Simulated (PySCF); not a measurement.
# C5H10N: g tensor and hyperfine couplings

Compound: C5H10N (doublet state).
Z-matrix (Å and degrees, GFN2-xTB geometry), rows numbered from 1:
```
C 
C   1  1.5221
C   2  1.5320  1  111.68
C   3  1.5388  2  118.19  1   -77.07
C   4  1.5320  3   84.41  2  -120.34
N   5  1.4358  4   92.14  3     1.80
H   1  1.0874  2  110.16  3   178.71
H   1  1.0879  2  110.68  3   -61.47
H   1  1.0880  2  110.79  3    58.76
H   2  1.0911  1  110.51  3   120.12
H   2  1.0917  1  110.19  3  -120.77
H   3  1.0991  2  107.68  1    53.98
H   4  1.0880  3  116.07  2   123.59
H   4  1.0880  3  114.49  2    -5.83
H   5  1.0958  4  116.74  3   118.01
H   5  1.0957  4  116.27  3  -114.13
```

The hyperfine couplings belong to this conformer and change with its torsions.

Identity: `CC[C@@H]1CC[N]1` [radical].

Computed, not measured: PySCF, UKS B3LYP, pcH-1 on C H N, non-relativistic, mean-field spin-orbit, GIAO. Geometry: GFN2-xTB, one conformer, isolated molecule. The geometry wasn't refined by DFT: couplings that depend on bond lengths, twists or pyramidal angles can differ widely from those at the functional's own minimum. No stability test was run, so a lower SCF solution isn't excluded.

```json
{"g1, g2, g3": "2.00211, 2.00402, 2.00746", "g_iso": "2.00453", "Form of g": "rhombic: the two nearest values differ by 36 % of g3 − g1", "⟨S²⟩": "0.7540 (exact 0.7500)", "α and β electrons": "24, 23", "HOMO–LUMO gap, α and β orbitals": "7.60, 4.48 eV"}
```

Hyperfine couplings atom by atom, in MHz; T1 to T3 are the principal values of the dipolar part; ρ(0) is the spin density at the nucleus:

```json
{"atom": "C1", "isotope": "13C", "a_iso": "-0.2", "T1": "-1.0", "T2": "-0.9", "T3": "1.9", "Mulliken spin population": "0.01", "ρ(0) (bohr⁻³)": "-0.0002"}
{"atom": "C2", "isotope": "13C", "a_iso": "52.0", "T1": "-5.3", "T2": "-5.0", "T3": "10.3", "Mulliken spin population": "0.04", "ρ(0) (bohr⁻³)": "0.0462"}
{"atom": "C3", "isotope": "13C", "a_iso": "-33.7", "T1": "-3.4", "T2": "-0.2", "T3": "3.6", "Mulliken spin population": "-0.06", "ρ(0) (bohr⁻³)": "-0.0300"}
{"atom": "C4", "isotope": "13C", "a_iso": "2.6", "T1": "-1.5", "T2": "-1.2", "T3": "2.7", "Mulliken spin population": "0.01", "ρ(0) (bohr⁻³)": "0.0023"}
{"atom": "C5", "isotope": "13C", "a_iso": "-35.7", "T1": "-3.6", "T2": "0.0", "T3": "3.5", "Mulliken spin population": "-0.08", "ρ(0) (bohr⁻³)": "-0.0318"}
{"atom": "N6", "isotope": "14N", "a_iso": "32.1", "T1": "-42.8", "T2": "-41.3", "T3": "84.1", "Mulliken spin population": "0.89", "ρ(0) (bohr⁻³)": "0.0992"}
{"atom": "H7", "isotope": "1H", "a_iso": "2.5", "T1": "-1.3", "T2": "-0.6", "T3": "1.8", "Mulliken spin population": "0.00", "ρ(0) (bohr⁻³)": "0.0006"}
{"atom": "H8", "isotope": "1H", "a_iso": "-0.3", "T1": "-1.7", "T2": "-0.8", "T3": "2.4", "Mulliken spin population": "0.00", "ρ(0) (bohr⁻³)": "-0.0001"}
{"atom": "H9", "isotope": "1H", "a_iso": "0.1", "T1": "-1.3", "T2": "-1.1", "T3": "2.4", "Mulliken spin population": "0.00", "ρ(0) (bohr⁻³)": "0.0000"}
{"atom": "H10", "isotope": "1H", "a_iso": "-3.9", "T1": "-4.5", "T2": "-2.5", "T3": "7.1", "Mulliken spin population": "0.00", "ρ(0) (bohr⁻³)": "-0.0009"}
{"atom": "H11", "isotope": "1H", "a_iso": "-4.3", "T1": "-5.2", "T2": "-2.2", "T3": "7.4", "Mulliken spin population": "0.00", "ρ(0) (bohr⁻³)": "-0.0010"}
{"atom": "H12", "isotope": "1H", "a_iso": "133.4", "T1": "-6.0", "T2": "-4.1", "T3": "10.1", "Mulliken spin population": "0.07", "ρ(0) (bohr⁻³)": "0.0299"}
{"atom": "H13", "isotope": "1H", "a_iso": "-4.2", "T1": "-2.7", "T2": "-2.3", "T3": "5.0", "Mulliken spin population": "0.00", "ρ(0) (bohr⁻³)": "-0.0009"}
{"atom": "H14", "isotope": "1H", "a_iso": "-3.4", "T1": "-2.8", "T2": "-2.4", "T3": "5.3", "Mulliken spin population": "0.00", "ρ(0) (bohr⁻³)": "-0.0008"}
{"atom": "H15", "isotope": "1H", "a_iso": "129.0", "T1": "-5.8", "T2": "-4.1", "T3": "10.0", "Mulliken spin population": "0.06", "ρ(0) (bohr⁻³)": "0.0289"}
{"atom": "H16", "isotope": "1H", "a_iso": "136.9", "T1": "-5.9", "T2": "-4.2", "T3": "10.0", "Mulliken spin population": "0.06", "ρ(0) (bohr⁻³)": "0.0306"}
```

The Mulliken spin populations are largest on N6 (+0.89), C5 (-0.08), H12 (+0.07) and H16 (+0.06). N6 is the only atom above +0.15.

Under fast tumbling the dipolar parts average out, and these isotropic splittings remain (the largest six): 1 × 1H (H16, I = 1/2, 2 lines) with 4.88 mT, 1 × 1H (H12, I = 1/2, 2 lines) with 4.76 mT, 1 × 1H (H15, I = 1/2, 2 lines) with 4.60 mT, 1 × 14N (N6, I = 1, 3 lines) with 1.14 mT, 1 × 1H (H11, I = 1/2, 2 lines) with 0.15 mT and 1 × 1H (H13, I = 1/2, 2 lines) with 0.15 mT.

The 13C coupling of C2 (52.0 MHz) shows only in satellite lines or after enrichment, since that isotope makes up about 1.07 % of natural carbon.

β density exceeds α density at some nuclei, such as C5 (-0.0318) and C3 (-0.0300), spin density in bohr⁻³. In a single determinant that takes different orbitals for the two spins, that is spin polarisation.
